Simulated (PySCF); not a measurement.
Which determinant of AlC lies lowest?

Unrestricted PBE0; Al def2-SVPD, C def2-SVPD; no relativity (PySCF 2.14). Outer shells of the fragments: Al 3s2 3p1; C 2s2 2p2.

Followed along the bond (rough minima from three points):

| 2Ms+1 | unpaired | ⟨S²⟩ at the start | R at minimum (Å) | Te (eV) |
| --- | --- | --- | --- | --- |
| 4 | σ ↑, π ↑↑ | 3.76 | 1.98 | 0.00 |
| 2 | σ ↓, π ↑↑ | 1.78 | 1.96 | 0.52 |
| 2 | σ ↑, π ↑↓ | 1.77 | 1.97 | 0.62 |
| 2 | π ↑ | 1.32 | none in the scan | ≤ 1.39 |

Solutions found at the starting distance of 1.905 Å, counted from the lowest of them; the search is not exhaustive and high or unbound solutions are not listed, so other states can lie among these:

```
2Ms+1   unpaired   term  E (eV)  ⟨S²⟩  ⟨Lz²⟩  μ (D)
    4  σ ↑, π ↑↑    ⁴Σ⁻    0.00  3.76   0.00  -1.49
    2  σ ↓, π ↑↑  mixed    0.51  1.78   0.00  -2.29
    2  σ ↑, π ↑↓  mixed    0.62  1.77   2.01  -1.90
    2        π ↑  mixed    1.38  1.32   1.00  -3.28
    2        σ ↑  mixed    1.72  0.77   2.00  -1.85
    2        π ↑     ²Π    1.94  0.75   1.00  -0.70
```

A term symbol is given only where ⟨S²⟩ and ⟨Lz²⟩ are close to those of a pure state; real π, δ and φ orbitals otherwise mix terms. A positive dipole means Al(−)C(+).
